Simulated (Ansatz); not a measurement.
System: α-phase B. Method: LDA in Ansatz (plane waves, PAW).

Settings: plane-wave cutoff 520 eV, 8×8×8 k mesh, Fermi–Dirac smearing 0.01 eV, scalar-relativistic PAW data made under PBE.

Cell (relaxed at this level):

```cif
data_B36
_chemical_formula_sum 'B36'
_space_group_name_H-M_alt 'R-3m :H'
_space_group_IT_number 166
_space_group_name_Hall '-R 3 2"'
_cell_length_a 4.84080
_cell_length_b 4.84080
_cell_length_c 12.39342
_cell_angle_alpha 90.000
_cell_angle_beta 90.000
_cell_angle_gamma 120.000
loop_
_atom_site_label
_atom_site_type_symbol
_atom_site_symmetry_multiplicity
_atom_site_Wyckoff_symbol
_atom_site_fract_x
_atom_site_fract_y
_atom_site_fract_z
_atom_site_occupancy
B1 B 18 h 0.23744 0.11872 0.10825 1
B2 B 18 h 0.19716 0.39431 0.02432 1
```
(The calculation used a cell of 12 atoms; values per cell refer to that cell.)

What does this level give for the pressure derivative B′ of the bulk modulus, bulk modulus, smallest direct gap on the k points sampled, band gap and direct gap at Γ?


* **pressure derivative B′ of the bulk modulus**: 3.9
* **bulk modulus**: 226 GPa
* **smallest direct gap on the k points sampled**: 1.72 eV
* **band gap**: 1.38 eV (indirect)
* **direct gap at Γ**: 1.74 eV

Measured, for comparison: bulk modulus 224 ± 7 GPa (room temperature, not corrected to a static lattice; as tabulated in Cherednichenko and Solozhenko (2017), arXiv:1709.01104). Computed (rounded) less measured: bulk modulus +0.9 % (inside the measured uncertainty).

Note: the bulk modulus comes from volumes at which shape and atoms were relaxed.

Computed values are for the static lattice.

Ansatz is a first-principles code.
